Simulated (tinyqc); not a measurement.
MP2 on RHF in the sto-3g basis, for OH-, spin multiplicity 1, step by step. The basis has no diffuse functions, so it cannot describe the extra electron: this is an exercise in the method, not the real anion. Computed by tinyqc, a small Python program that keeps every step (integrals from PySCF). Settings: charge = -1, multiplicity = 1, basis = sto-3g, method = RHF, energy threshold = 1e-10, iteration cap = 70, orthogonalisation = canonical, start = Wolfsberg-Helmholz matrix, DIIS depth = 6. Command: `OMP_NUM_THREADS=1 python tinyqc.py 28282 28283 out.jsonl` (the two numbers bound the seeds that draw the settings). One thread of a shared host (Intel(R) Xeon(R) Processor @ 2.60GHz), about 0.1 s of CPU time with the checks. The early iterations of the SCF are left out here.

## One-electron integrals

Geometry (angstrom):
```
atom         x         y         z
O     0.000000  0.000000  0.000000
H     0.000000  0.000000  1.163000
```

Basis sto-3g: exponents (1/bohr^2) and contraction coefficients of normalised primitives:
```
element  l (shell)    exponent  coefficient
O            s (1)  130.709320     0.154329
O            s (1)   23.808861     0.535328
O            s (1)    6.443608     0.444635
O            s (2)    5.033151    -0.099967
O            s (2)    1.169596     0.399513
O            s (2)    0.380389     0.700115
O            p (3)    5.033151     0.155916
O            p (3)    1.169596     0.607684
O            p (3)    0.380389     0.391957
H            s (1)    3.425251     0.154329
H            s (1)    0.623914     0.535328
H            s (1)    0.168855     0.444635
```

Overlap, kinetic and nuclear-attraction integrals over the contracted functions; the nuclear repulsion is the sum of Za Zb / Rab.

nuclear repulsion = 3.64008400 hartree

overlap S, order 1O 1s, 1O 2s, 1O 2px, 1O 2py, 1O 2pz, 2H 1s:
```
[[1.000000, 0.236704, 0.000000, 0.000000, 0.000000, 0.033077],
 [0.236704, 1.000000, 0.000000, 0.000000, 0.000000, 0.350522],
 [0.000000, 0.000000, 1.000000, 0.000000, 0.000000, 0.000000],
 [0.000000, 0.000000, 0.000000, 1.000000, 0.000000, 0.000000],
 [0.000000, 0.000000, 0.000000, 0.000000, 1.000000, 0.316462],
 [0.033077, 0.350522, 0.000000, 0.000000, 0.316462, 1.000000]]
```

kinetic energy T (hartree), order 1O 1s, 1O 2s, 1O 2px, 1O 2py, 1O 2pz, 2H 1s:
```
[[29.003200, -0.168011, 0.000000, 0.000000, 0.000000, -0.008921],
 [-0.168011, 0.808128, 0.000000, 0.000000, 0.000000, 0.050994],
 [0.000000, 0.000000, 2.528731, 0.000000, 0.000000, 0.000000],
 [0.000000, 0.000000, 0.000000, 2.528731, 0.000000, 0.000000],
 [0.000000, 0.000000, 0.000000, 0.000000, 2.528731, 0.151618],
 [-0.008921, 0.050994, 0.000000, 0.000000, 0.151618, 0.760032]]
```

nuclear attraction V (hartree), order 1O 1s, 1O 2s, 1O 2px, 1O 2py, 1O 2pz, 2H 1s:
```
[[-61.073465, -7.290782, 0.000000, 0.000000, -0.010516, -1.042718],
 [-7.290782, -9.505411, 0.000000, 0.000000, -0.129799, -2.505845],
 [0.000000, 0.000000, -9.406597, 0.000000, 0.000000, 0.000000],
 [0.000000, 0.000000, 0.000000, -9.406597, 0.000000, 0.000000],
 [-0.010516, -0.129799, 0.000000, 0.000000, -9.484645, -2.009492],
 [-1.042718, -2.505845, 0.000000, 0.000000, -2.009492, -4.807889]]
```

core Hamiltonian H = T + V (hartree), order 1O 1s, 1O 2s, 1O 2px, 1O 2py, 1O 2pz, 2H 1s:
```
[[-32.070265, -7.458793, 0.000000, 0.000000, -0.010516, -1.051640],
 [-7.458793, -8.697283, 0.000000, 0.000000, -0.129799, -2.454851],
 [0.000000, 0.000000, -6.877866, 0.000000, 0.000000, 0.000000],
 [0.000000, 0.000000, 0.000000, -6.877866, 0.000000, 0.000000],
 [-0.010516, -0.129799, 0.000000, 0.000000, -6.955914, -1.857873],
 [-1.051640, -2.454851, 0.000000, 0.000000, -1.857873, -4.047857]]
```

## Two-electron integrals

Functions are numbered as in S; the eight-fold symmetry (ij|kl) = (ji|kl) = (kl|ij) leaves the list below.

Two-electron integrals (ij|kl) in chemists' order, unique and non-zero (hartree):
```
(11|11) 4.785065   (21|11) 0.741380   (21|21) 0.136873   (22|11) 1.118947
(22|21) 0.256633   (22|22) 0.817206   (31|31) 0.024477   (32|31) 0.037809
(32|32) 0.180518   (33|11) 1.115814   (33|21) 0.256684   (33|22) 0.817023
(33|33) 0.880159   (41|41) 0.024477   (42|41) 0.037809   (42|42) 0.180518
(43|43) 0.047444   (44|11) 1.115814   (44|21) 0.256684   (44|22) 0.817023
(44|33) 0.785270   (44|44) 0.880159   (51|51) 0.024477   (52|51) 0.037809
(52|52) 0.180518   (53|53) 0.047444   (54|54) 0.047444   (55|11) 1.115814
(55|21) 0.256684   (55|22) 0.817023   (55|33) 0.785270   (55|44) 0.785270
(55|55) 0.880159   (61|11) 0.104777   (61|21) 0.019200   (61|22) 0.035833
(61|33) 0.035763   (61|44) 0.035763   (61|51) 0.000872   (61|52) 0.001647
(61|55) 0.035978   (61|61) 0.002727   (62|11) 0.279096   (62|21) 0.064921
(62|22) 0.231890   (62|33) 0.227778   (62|44) 0.227778   (62|51) 0.004873
(62|52) 0.038722   (62|55) 0.239885   (62|61) 0.009302   (62|62) 0.084514
(63|31) 0.006491   (63|32) 0.038874   (63|53) 0.007844   (63|63) 0.011472
(64|41) 0.006491   (64|42) 0.038874   (64|54) 0.007844   (64|64) 0.011472
(65|11) 0.211319   (65|21) 0.049754   (65|22) 0.189746   (65|33) 0.181334
(65|44) 0.181334   (65|51) 0.009739   (65|52) 0.068535   (65|55) 0.206352
(65|61) 0.007413   (65|62) 0.084085   (65|65) 0.094187   (66|11) 0.447383
(66|21) 0.105727   (66|22) 0.435032   (66|33) 0.418348   (66|44) 0.418348
(66|51) 0.009449   (66|52) 0.105846   (66|55) 0.467870   (66|61) 0.015245
(66|62) 0.208153   (66|65) 0.236394   (66|66) 0.774606
```

## Orthogonalisation

S = U s U^T; canonical form X = U s^(-1/2), so that X^T S X = 1. Each column of U has its largest component positive (the first on a tie).

eigenvalues of S: [0.503720, 0.840395, 1.000000, 1.000000, 1.136354, 1.519531]

X, order 1O 1s, 1O 2s, 1O 2px, 1O 2py, 1O 2pz, 2H 1s:
```
[[0.325595, 0.744576, 0.000000, 0.000000, 0.584721, 0.246290],
 [-0.812722, -0.461133, 0.000000, 0.000000, 0.371798, 0.467074],
 [0.000000, 0.000000, 0.449123, 0.893470, 0.000000, 0.000000],
 [0.000000, 0.000000, 0.893470, -0.449123, 0.000000, 0.000000],
 [-0.593547, 0.580628, 0.000000, 0.000000, -0.580743, 0.320380],
 [0.930809, -0.292835, 0.000000, 0.000000, -0.250225, 0.525963]]
```

Within a degenerate level the vectors are fixed only up to a rotation; this is one choice.

## Starting guess

The start is the generalised Wolfsberg-Helmholz matrix (K = 1.75) built on H; D = 2 C_occ C_occ^T.

D at the start, order 1O 1s, 1O 2s, 1O 2px, 1O 2py, 1O 2pz, 2H 1s:
```
[[2.090404, -0.380593, 0.000000, 0.000000, 0.088546, -0.154237],
 [-0.380593, 1.640957, 0.000000, 0.000000, -0.335563, 0.457752],
 [0.000000, 0.000000, 2.000000, 0.000000, 0.000000, 0.000000],
 [0.000000, 0.000000, 0.000000, 2.000000, 0.000000, 0.000000],
 [0.088546, -0.335563, 0.000000, 0.000000, 1.770007, 0.261048],
 [-0.154237, 0.457752, 0.000000, 0.000000, 0.261048, 0.202884]]
```

## Iteration 7 (converged): orbitals

converged F (hartree), order 1O 1s, 1O 2s, 1O 2px, 1O 2py, 1O 2pz, 2H 1s:
```
[[-19.446168, -4.983473, 0.000000, 0.000000, -0.018084, -0.710806],
 [-4.983473, -1.792717, 0.000000, 0.000000, -0.004386, -0.518599],
 [0.000000, 0.000000, 0.212632, 0.000000, 0.000000, 0.000000],
 [0.000000, 0.000000, 0.000000, 0.212632, 0.000000, 0.000000],
 [-0.018084, -0.004386, 0.000000, 0.000000, 0.515202, -0.273582],
 [-0.710806, -0.518599, 0.000000, 0.000000, -0.273582, 0.028194]]
```

Diagonalise F' = X^T F X, C = X C', fill 5 alpha and 5 beta electrons from the bottom; D = 2 C_occ C_occ^T. Each column has its largest component positive (the first on a tie).

F' = X^T F X (hartree):
```
[[0.256559, -2.323188, 0.000000, 0.000000, -1.722572, -1.004929],
 [-2.323188, -7.314132, 0.000000, 0.000000, -8.122879, -4.351292],
 [0.000000, 0.000000, 0.212632, 0.000000, 0.000000, 0.000000],
 [0.000000, 0.000000, 0.000000, 0.212632, 0.000000, 0.000000],
 [-1.722572, -8.122879, 0.000000, 0.000000, -8.648540, -5.138947],
 [-1.004929, -4.351292, 0.000000, 0.000000, -5.138947, -3.191877]]
```

orbital energies (hartree): [-19.454639, -0.578352, 0.076529, 0.212632, 0.212632, 1.058472]

coefficients C, order 1O 1s, 1O 2s, 1O 2px, 1O 2py, 1O 2pz, 2H 1s:
```
[[0.994492, -0.247349, 0.089467, 0.000000, 0.000000, -0.069006],
 [0.022984, 0.933397, -0.456650, 0.000000, 0.000000, 0.386347],
 [0.000000, 0.000000, 0.000000, 0.930838, 0.365432, 0.000000],
 [0.000000, 0.000000, 0.000000, -0.365432, 0.930838, 0.000000],
 [0.002287, 0.016755, 0.501857, 0.000000, 0.000000, 0.936582],
 [-0.004688, 0.206527, 0.740548, 0.000000, 0.000000, -0.836851]]
```

D after iteration 7, order 1O 1s, 1O 2s, 1O 2px, 1O 2py, 1O 2pz, 2H 1s:
```
[[2.116400, -0.497745, 0.000000, 0.000000, 0.086059, 0.021017],
 [-0.497745, 2.160576, 0.000000, 0.000000, -0.426962, -0.291015],
 [0.000000, 0.000000, 2.000000, 0.000000, 0.000000, 0.000000],
 [0.000000, 0.000000, 0.000000, 2.000000, 0.000000, 0.000000],
 [0.086059, -0.426962, 0.000000, 0.000000, 0.504292, 0.750197],
 [0.021017, -0.291015, 0.000000, 0.000000, 0.750197, 1.182174]]
```

Within a degenerate level the vectors are fixed only up to a rotation; this is one choice.

## Convergence

Stop when the energy changes by less than 1e-10 hartree and every element of the error matrix X^T (F D S - S D F) X is below 3e-06.

Course of the cycle:
```
iteration   E (hartree)     change  largest element of the error matrix
1          -73.54479718          -                             5.07e-01
2          -74.05102976  -5.06e-01                             1.15e-01
3          -74.05986957  -8.84e-03                             2.11e-02
4          -74.06010134  -2.32e-04                             4.75e-04
5          -74.06010153  -1.89e-07                             1.08e-05
6          -74.06010153  -1.01e-10                             5.23e-07
7          -74.06010153  -3.55e-13                             1.85e-10
```

PySCF RHF in the same basis = -74.06010153 hartree

Converged in 7 iterations.

## Populations, bond orders and dipole

Mulliken: Z minus the diagonal of D S on the atom; Loewdin: the same with S^(1/2) D S^(1/2); Mayer order: 2 sum_s sum (D(s) S)_ij (D(s) S)_ji over the two atoms.

Charges (e):
```
atom   Mulliken    Loewdin
1O    -0.681729  -0.694417
2H    -0.318271  -0.305583
```

Mayer bond orders:
```
pair     order
2-1   0.898704
```

dipole moment about the origin, x y z (debye): [0.000000, 0.000000, -1.172406]

## Integrals over molecular orbitals

(pq|rs) = sum C_ip C_jq C_kr C_ls (ij|kl), one index at a time.

one-electron integrals over orbitals h = C^T H C (hartree):
```
[[-32.053338, 0.605297, -0.210602, 0.000000, 0.000000, 0.164421],
 [0.605297, -7.125793, 0.707589, 0.000000, 0.000000, -0.826351],
 [-0.210602, 0.707589, -5.234125, 0.000000, 0.000000, -1.507838],
 [0.000000, 0.000000, 0.000000, -6.877866, 0.000000, 0.000000],
 [0.000000, 0.000000, 0.000000, 0.000000, -6.877866, 0.000000],
 [0.164421, -0.826351, -1.507838, 0.000000, 0.000000, -5.703952]]
```

Two-electron integrals over orbitals (pq|rs), unique and non-zero (hartree):
```
(11|11) 4.746970    (21|11) -0.444799   (21|21) 0.065386    (22|11) 1.042347
(22|21) -0.017832   (22|22) 0.733266    (31|11) 0.159931    (31|21) -0.023232
(31|22) 0.008664    (31|31) 0.015791    (32|11) -0.185165   (32|21) 0.007000
(32|22) -0.058281   (32|31) 0.009739    (32|32) 0.130908    (33|11) 0.719373
(33|21) -0.006442   (33|22) 0.588998    (33|31) -0.000928   (33|32) 0.011288
(33|33) 0.623375    (41|41) 0.025964    (42|41) 0.034082    (42|42) 0.156194
(43|41) -0.011277   (43|42) -0.044858   (43|43) 0.033389    (44|11) 1.115349
(44|21) -0.012970   (44|22) 0.765042    (44|31) 0.004679    (44|32) -0.100804
(44|33) 0.571004    (44|44) 0.880159    (51|51) 0.025964    (52|51) 0.034082
(52|52) 0.156194    (53|51) -0.011277   (53|52) -0.044858   (53|53) 0.033389
(54|54) 0.047444    (55|11) 1.115349    (55|21) -0.012970   (55|22) 0.765042
(55|31) 0.004679    (55|32) -0.100804   (55|33) 0.571004    (55|44) 0.785270
(55|55) 0.880159    (61|11) -0.124098   (61|21) 0.018990    (61|22) -0.001673
(61|31) 0.005789    (61|32) 0.021596    (61|33) -0.006911   (61|44) -0.003469
(61|55) -0.003469   (61|61) 0.026409    (62|11) 0.169041    (62|21) -0.004366
(62|22) 0.088600    (62|31) 0.016465    (62|32) 0.044847    (62|33) 0.000912
(62|44) 0.092312    (62|55) 0.092312    (62|61) 0.022488    (62|62) 0.109583
(63|11) 0.300185    (63|21) -0.004604   (63|22) 0.141973    (63|31) -0.002891
(63|32) -0.114834   (63|33) 0.007794    (63|44) 0.173089    (63|55) 0.173089
(63|61) -0.009308   (63|62) 0.026113    (63|63) 0.180032    (64|41) 0.008269
(64|42) 0.033624    (64|43) 0.012996    (64|64) 0.038014    (65|51) 0.008269
(65|52) 0.033624    (65|53) 0.012996    (65|65) 0.038014    (66|11) 0.942357
(66|21) -0.011427   (66|22) 0.675136    (66|31) 0.011697    (66|32) 0.010437
(66|33) 0.623795    (66|44) 0.667976    (66|55) 0.667976    (66|61) 0.009242
(66|62) 0.081567    (66|63) 0.065761    (66|66) 0.711114
```

## Second-order Moller-Plesset energy

Hartree-Fock energy = -74.06010153 hartree

E2 = sum_ijab (ia|jb) [2 (ia|jb) - (ib|ja)] / (e_i + e_j - e_a - e_b) over occupied i, j and virtual a, b; the opposite-spin part is (ia|jb)^2 / denominator, the rest is same-spin, and SCS-MP2 scales them by 6/5 and 1/3.

Terms:
```
i  j  a  b    (ia|jb)    (ib|ja)  denominator       term
3  3  6  6   0.180032   0.180032    -1.963886  -0.016504
2  2  6  6   0.109583   0.109583    -3.273648  -0.003668
4  4  6  6   0.038014   0.038014    -1.691681  -0.000854
5  5  6  6   0.038014   0.038014    -1.691681  -0.000854
3  2  6  6   0.026113   0.026113    -2.618767  -0.000260
2  3  6  6   0.026113   0.026113    -2.618767  -0.000260
1  2  6  6   0.022488   0.022488   -22.149936  -0.000023
2  1  6  6   0.022488   0.022488   -22.149936  -0.000023
1  1  6  6   0.026409   0.026409   -41.026224  -0.000017
3  1  6  6  -0.009308  -0.009308   -21.495055  -4.03e-06
1  3  6  6  -0.009308  -0.009308   -21.495055  -4.03e-06
```

Pair energies (hartree; pair i-j sums ij and ji):
```
pair  opposite spin  same spin
1-1       -0.000017   0.000000
2-1       -0.000046   0.000000
2-2       -0.003668   0.000000
3-1       -0.000008   0.000000
3-2       -0.000521   0.000000
3-3       -0.016504   0.000000
4-4       -0.000854   0.000000
5-5       -0.000854   0.000000
```

MP2 correlation energy = -0.02247193 hartree

SCS-MP2 correlation energy = -0.02696632 hartree

MP2 total energy = -74.08257347 hartree
